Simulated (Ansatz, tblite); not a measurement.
**Si(PMe2)H3 (C2H9PSi): one state, many levels**

How do method and basis change the picture of Si(PMe2)H3 (C2H9PSi) (singlet)?

The runs use Ansatz 0.2.0, Gaussian basis; as each input shows.

The runs, in order: GFN1-xTB, GFN2-xTB, PBE-D4/def2-TZVP, r2SCAN-D4/def2-TZVP, ωB97M-V/def2-TZVP, LDA/def2-TZVP, LC-ωPBE/def2-TZVP, CAM-B3LYP-D4/def2-TZVP, r2SCAN0-D4/def2-TZVP, HF/def2-TZVP, HSE06-D4/def2-TZVP, PBE-D4/def2-SVP, PBE0-D4/def2-SVP, HF/STO-3G, HF/6-31G, B3LYP-D4/6-31G, PBE0-D4/def2-TZVPD, PBE-D4/def2-TZVPD, r2SCAN-D4/def2-TZVPD, CCSD(T)/def2-TZVP, RPA/def2-TZVP.

## Step 1: The structure

The geometry is that of the singlet, from an earlier relaxation (PBE-D4/def2-SVP).

13 atoms, charge 0, spin multiplicity 1.

Bond lengths: Si1–P2 2.274 Å, Si1–H11 1.506 Å, Si1–H12 1.507 Å, Si1–H13 1.512 Å, P2–C3 1.876 Å, P2–C4 1.876 Å, C3–H5 1.110 Å, C3–H6 1.109 Å, C3–H7 1.108 Å, C4–H8 1.110 Å, C4–H9 1.109 Å, C4–H10 1.108 Å. Angles: P2–Si1–H11 109.3°, P2–Si1–H12 109.2°, P2–Si1–H13 112.5°, H11–Si1–H12 108.6°, H11–Si1–H13 108.6°, H12–Si1–H13 108.6°, Si1–P2–C3 98.4°, Si1–P2–C4 98.3°, C3–P2–C4 99.8°, P2–C3–H5 113.8°, P2–C3–H6 108.5°, P2–C3–H7 109.3°, H5–C3–H6 108.6°, H5–C3–H7 108.9°, H6–C3–H7 107.6°, P2–C4–H8 113.8°, P2–C4–H9 108.5°, P2–C4–H10 109.3° and more.

PBE0-D4/def2-TZVP was run before; its log isn't repeated, and its numbers join the tables.

## Step 2: GFN1-xTB

Tight binding, by tblite at 300 K electronic temperature and without a spin-polarisation term:

```python
tblite.interface.Calculator('GFN1-xTB', numbers, positions, charge=0, uhf=0).singlepoint()
```

Energy -369.0425 eV, HOMO -10.62 eV, LUMO -6.21 eV; 0.013 s.

## Step 3: GFN2-xTB

Tight binding, by tblite at 300 K electronic temperature and without a spin-polarisation term:

```python
tblite.interface.Calculator('GFN2-xTB', numbers, positions, charge=0, uhf=0).singlepoint()
```

Energy -356.6433 eV, HOMO -9.76 eV, LUMO -5.50 eV; 0.009 s.

## Step 4: PBE-D4/def2-TZVP

start.molden holds the orbitals of an earlier run on this state, given as this run's starting guess.

in.yaml reads:

```yaml
crystal:
  periodic: [false, false, false]
  atoms:
    - {symbol: Si, position_ang: [0.437564, 0.684161, -1.663469]}
    - {symbol: P, position_ang: [0.440817, 0.704369, 0.610675]}
    - {symbol: C, position_ang: [1.029516, -1.053343, 0.899168]}
    - {symbol: C, position_ang: [-1.400490, 0.474323, 0.886377]}
    - {symbol: H, position_ang: [0.457980, -1.815526, 0.330081]}
    - {symbol: H, position_ang: [0.942203, -1.281416, 1.980986]}
    - {symbol: H, position_ang: [2.100874, -1.130421, 0.626825]}
    - {symbol: H, position_ang: [-1.837064, -0.371192, 0.315625]}
    - {symbol: H, position_ang: [-1.575565, 0.298125, 1.967092]}
    - {symbol: H, position_ang: [-1.931144, 1.406714, 0.609406]}
    - {symbol: H, position_ang: [1.858255, 0.669429, -2.164352]}
    - {symbol: H, position_ang: [-0.237953, 1.932317, -2.168914]}
    - {symbol: H, position_ang: [-0.284992, -0.517529, -2.229500]}
basis:
  gaussian: {orbitals: def2-TZVP, initial_orbitals: start.molden}
hamiltonian: {xc: pbe, dispersion: d4}
scf: {omitted_lower_state_checks: [starts]}
output: {orbitals: {seedname: orbitals}}
```

Launch:

```
$ ansatz run in.yaml --threads 4 --pin off --events-out ev --progress --plain --max-ram 3916MiB
```

After this run come: r2SCAN-D4/def2-TZVP; ωB97M-V/def2-TZVP; LDA/def2-TZVP; LC-ωPBE/def2-TZVP; CAM-B3LYP-D4/def2-TZVP; r2SCAN0-D4/def2-TZVP; HF/def2-TZVP; HSE06-D4/def2-TZVP; PBE-D4/def2-SVP; PBE0-D4/def2-SVP; HF/STO-3G; HF/6-31G; B3LYP-D4/6-31G; PBE0-D4/def2-TZVPD; PBE-D4/def2-TZVPD; r2SCAN-D4/def2-TZVPD; CCSD(T)/def2-TZVP; RPA/def2-TZVP.

**Question.** What will the summary of the whole plan be? Wanted: gap in def2-TZVP, named functionals and Hartree-Fock, smallest and largest; correlation energy, CCSD(T)/def2-TZVP; binding an atom, CCSD(T)/def2-TZVP; PBE0 total energy, smallest basis above largest.

The runs gave:

| quantity | value |
| --- | --- |
| gap in def2-TZVP, named functionals and Hartree-Fock, smallest and largest | 4.86 eV (LDA), 12.25 eV (HF) |
| correlation energy, CCSD(T)/def2-TZVP | -19.40 eV |
| binding an atom, CCSD(T)/def2-TZVP | 3.365 eV |
| PBE0 total energy, smallest basis above largest | 8.35 eV (def2-SVP, def2-TZVPD) |

Over the named functionals and Hartree-Fock in def2-TZVP the gap runs from 4.86 eV (LDA) to 12.25 eV (HF); exact exchange widens it. A small miss in a minimal or small basis is a cancelling of errors, not accuracy. The functionals in def2-TZVP miss CCSD(T)/def2-TZVP by +0.101 (LC-ωPBE) to +0.557 eV (LDA) an atom. The reference is CCSD(T) in one finite basis, so it carries an error of its own, often a tenth of an eV or more, and near misses can't be ranked.
